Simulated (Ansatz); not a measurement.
# CH₇BSi: one species, many methods

The task here is to estimate one member of a computed series from the others.

Program: Ansatz 0.2.0, Gaussian basis. Level of theory: functionals in def2-TZVPP, the program's frozen cores in correlated methods. These are calculated values, not measurements.

Plan: LDA (SPW92), PBE-D4, revPBE-D4, BLYP-D4, r2SCAN-D4, B97M-V, PBE0-D4, B3LYP-D4, r2SCANh-D4, r2SCAN0-D4, HSE06-D4, BHLYP-D4, CAM-B3LYP-D4, LC-ωPBE, ωB97X-V, ωB97M-V, B2PLYP, PBE-QIDH; CCSD(T)/def2-SVP; CCSD(T)/def2-TZVPP; MP2/def2-QZVPP; extrapolation to the limit; RPA on PBE.

1 further run of the same task is left out (it didn't finish).

### Structure used throughout

An earlier PBE0-D4 in a triple-zeta def2 set relaxation fixed the geometry.

10 atoms, charge 0, spin multiplicity 1.

Atoms are counted from 1 here; the program's logs count them from 0.

Bond lengths: B1–C2 1.532 Å, B1–H4 1.198 Å, B1–H5 1.198 Å, C2–Si3 1.896 Å, C2–H6 1.094 Å, C2–H7 1.094 Å, Si3–H8 1.486 Å, Si3–H9 1.486 Å, Si3–H10 1.486 Å. Angles: C2–B1–H4 120.7°, C2–B1–H5 120.6°, H4–B1–H5 118.6°, B1–C2–Si3 106.4°, B1–C2–H6 115.0°, B1–C2–H7 115.0°, Si3–C2–H6 104.4°, Si3–C2–H7 104.2°, H6–C2–H7 110.5°, C2–Si3–H8 110.8°, C2–Si3–H9 108.7°, C2–Si3–H10 111.0°, H8–Si3–H9 108.8°, H8–Si3–H10 108.7°, H9–Si3–H10 108.7°.

Coordinates:

```mol
CH7BSi
  3D, bonds by distance, orders not assigned

 10  9  0  0  0  0  0  0  0  0999 V2000
   -0.2163   -0.8729   -1.2382 B   0  0
    0.4528   -0.6945    0.1285 C   0  0
   -0.0997    0.9999    0.7769 Si  0  0
   -1.3162   -1.3402   -1.3235 H   0  0
    0.3194   -0.4810   -2.2355 H   0  0
    1.5449   -0.6340    0.1049 H   0  0
    0.1240   -1.3971    0.9002 H   0  0
   -1.5736    1.0418    0.9579 H   0  0
    0.5507    1.2431    2.0907 H   0  0
    0.2969    2.0837   -0.1589 H   0  0
  1  2  8  0
  2  3  8  0
  1  4  8  0
  1  5  8  0
  2  6  8  0
  2  7  8  0
  3  8  8  0
  3  9  8  0
  3 10  8  0
M  END
```

Set-up of the first run:

in.yaml reads:

```yaml
crystal:
  periodic: [false, false, false]
  atoms:
    - {symbol: B, position_ang: [-0.216279, -0.872890, -1.238163]}
    - {symbol: C, position_ang: [0.452826, -0.694453, 0.128532]}
    - {symbol: Si, position_ang: [-0.099666, 0.999903, 0.776868]}
    - {symbol: H, position_ang: [-1.316220, -1.340167, -1.323453]}
    - {symbol: H, position_ang: [0.319424, -0.480992, -2.235510]}
    - {symbol: H, position_ang: [1.544936, -0.634019, 0.104892]}
    - {symbol: H, position_ang: [0.124017, -1.397063, 0.900228]}
    - {symbol: H, position_ang: [-1.573595, 1.041799, 0.957884]}
    - {symbol: H, position_ang: [0.550734, 1.243095, 2.090669]}
    - {symbol: H, position_ang: [0.296923, 2.083687, -0.158947]}
basis:
  gaussian: {orbitals: def2-TZVPP}
hamiltonian: {xc: lda}
output: {orbitals: {seedname: orbitals}}
```

The run is started by

```
ansatz run in.yaml --threads 2 --pin off --events-out ev --progress --plain --max-ram 4352MiB
```

Steps of the session up to this table: LDA; PBE-D4 (GGA); revPBE-D4 (GGA); BLYP-D4 (GGA); r2SCAN-D4 (meta-GGA); B97M-V (meta-GGA); PBE0-D4 (hybrid); B3LYP-D4 (hybrid); r2SCANh-D4 (hybrid); r2SCAN0-D4 (hybrid); HSE06-D4 (hybrid); BHLYP-D4 (hybrid); CAM-B3LYP-D4 (range-separated); LC-ωPBE (range-separated); ωB97X-V (range-separated); ωB97M-V (range-separated); B2PLYP (double hybrid); PBE-QIDH (double hybrid).

One of the session's tables, all rows but one given; the rest of the session is left out.

It belongs to the step «Frontier levels by functional». 

```
  functional  HOMO (eV)  gap (eV)
 LDA (SPW92)      -7.65      5.03
      PBE-D4      -7.67      5.32
   revPBE-D4          ?         ?
     BLYP-D4      -7.63      5.44
   r2SCAN-D4      -8.00      6.03
      B97M-V      -8.11      5.98
     PBE0-D4      -9.05      7.68
    B3LYP-D4      -8.82      7.24
  r2SCANh-D4      -8.52      6.88
  r2SCAN0-D4      -9.23      8.08
    HSE06-D4      -8.64      6.89
    BHLYP-D4     -10.21      9.86
CAM-B3LYP-D4     -10.42     10.12
     LC-ωPBE     -11.81     12.70
     ωB97X-V     -11.43     12.22
     ωB97M-V     -11.29     11.81
```

**Question.** Estimate the row for revPBE-D4.

As computed: HOMO (eV): -7.66; gap (eV): 5.42. In the column «HOMO (eV)» it lies between PBE-D4 (-7.67) and LDA (SPW92) (-7.65).
